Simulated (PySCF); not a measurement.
Molecule: C₂H₅S, charge 0, multiplicity 2. It need not be the lowest isomer of its formula. SMILES: C[CH]S
Geometry from a B3LYP-D3(BJ)/def2-TZVP (Ansatz) optimisation:
```
C
H 1 1.0800
C 1 1.4873 2 121.01
H 3 1.0916 1 110.45 2 37.93
H 3 1.0934 4 107.87 1 -122.15
H 3 1.0995 4 107.14 5 -114.80
S 1 1.7329 2 118.12 3 -161.68
H 7 1.3427 1 97.92 2 -17.22
```
Charge 0, spin multiplicity 2.

Dispersion corrections to the total energy (kcal/mol) from the dftd3 and dftd4 libraries through PySCF: D3(BJ) without and D4 with the three-body term, each with the damping fitted for the functional named.

```
functional      D3(BJ)          D4
----------  ----------  ----------
PBE0             -2.72       -2.38
TPSS             -4.00       -3.89
CAM-B3LYP   (withheld)       -2.38
revPBE      (withheld)       -9.90
B3LYP            -5.57  (withheld)
B2PLYP           -2.54       -1.99
HF              -27.64      -11.19
```

What belongs in the gaps?


- CAM-B3LYP, D3(BJ): -2.40
- revPBE, D3(BJ): -8.36
- B3LYP, D4: -4.63
